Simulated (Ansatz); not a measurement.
A made-up structure of AlBNH4, doublet:

```json
{"atom": "N1", "x (Å)": "-1.0717", "y (Å)": "0.3436", "z (Å)": "-0.5939"}
{"atom": "B2", "x (Å)": "0.0376", "y (Å)": "0.4045", "z (Å)": "0.2422"}
{"atom": "Al3", "x (Å)": "1.8531", "y (Å)": "-0.6926", "z (Å)": "0.0646"}
{"atom": "H4", "x (Å)": "-1.1654", "y (Å)": "-0.2861", "z (Å)": "-1.3723"}
{"atom": "H5", "x (Å)": "2.6653", "y (Å)": "-0.1452", "z (Å)": "1.2269"}
{"atom": "H6", "x (Å)": "-0.0055", "y (Å)": "1.2308", "z (Å)": "1.1203"}
{"atom": "H7", "x (Å)": "2.2292", "y (Å)": "-1.9368", "z (Å)": "1.0110"}
```

It is relaxed with PBE-D4/def2-SVP and then PBE0-D4/def2-TZVP (Ansatz 0.2.0). Atoms count as bonded within 1.22 times the sum of their covalent radii (H–H: 0.88 Å). The end point is not checked to be a true minimum.

Question: Does its bonding change? (A judgement: the text doesn't fix the answer.)

Answer: Computed: Yes. Formed: N1–Al3; broken: none.

Where it ends: The first stage lowers the energy by 3.23 eV in 21 steps. It ends as AlBNH₄ ([BH]1[NH][AlH2]1):
N1  (0.068, -0.021, -0.413)
B2  (-0.236, 0.576, 0.746)
Al3  (1.620, -0.723, 0.357)
H4  (-0.434, -0.014, -1.290)
H5  (2.974, 0.051, 0.086)
H6  (-1.005, 1.264, 1.332)
H7  (1.555, -2.215, 0.881)
(Å)

Labels in which every atom is bracketed show which atoms are joined, not bond orders.

For scale, one of the runs: PBE0-D4/def2-TZVP relaxation, 123 basis functions, launched by `ansatz run in.yaml --threads 2 --pin off --events-out ev --progress --plain --max-ram 4352MiB`. The run took about 18 s on 2 CPU threads of an Arm Neoverse V2 (shared host).
